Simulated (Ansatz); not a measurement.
The input, for Ansatz 0.2.0:

```yaml
crystal:
  periodic: [false, false, false]
  atoms:
    - {symbol: C, position_ang: [0.000000, 0.000000, 0.000000]}
    - {symbol: H, position_ang: [0.000000, 0.000000, 3.731000]}
basis:
  gaussian: {orbitals: cc-pVTZ}
magnetization: {spin_polarized: true, initial_magnetization: 3}
hamiltonian: {xc: {name: wB97M-V}}
output: {orbitals: {seedname: orbitals}}
```

```sh
$ ansatz run in.yaml --threads 1 --pin off --events-out ev --progress --plain --max-ram 2393MiB
```

The program prints:

```
  # Of w^i u^j: cxij and so on, Table III.
  gx(w, u) = 1 - cx + cx01*u + cx10*w
  gss(w, u) = css00 + css04*u^4 + css10*w + css20*w^2 + css43*w^4*u^3
  gos(w, u) = cos00 + cos10*w + (cos20 + cos21*u)*w^2 + (cos60 + cos61*u)*w^6
      + integral(e_c_pw_mod_opposite_spin*gos(b97_w_opposite, b97_u_opposite)) + vv10(b, c)
224 factors; their error is unknown
60 factors; integrals over basis functions are off by at most 3.5e-5 eV
mean field evaluation 1: about -1043.0771 eV, gradient 4.4e0 eV
mean field evaluation 2: about -1043.2555 eV, gradient 1.1e0 eV
mean field evaluation 4: about -1043.2761 eV, gradient 2.4e-1 eV
mean field evaluation 8: about -1043.2750 eV, gradient 1.0e-2 eV
mean field evaluation 16: about -1043.2750 eV, gradient 2.7e-5 eV
mean field -1043.27501128 eV, -38.3396495073 hartree, gradient 7.7e-6 eV, S^2 3.751916; 1 other end points of the search recorded, 0 dependent functions left out
reference -1043.27504345 eV, -38.3396506896 hartree; 5, 2 occupied and 39, 42 virtual orbitals, 224 factors
Total energy: -1043.27504345 eV, -38.3396506896 hartree
```

Ran on 1 thread of INTEL XEON PLATINUM 8581C, shared host: 1.4 s wall, 0.19 GiB peak host memory.
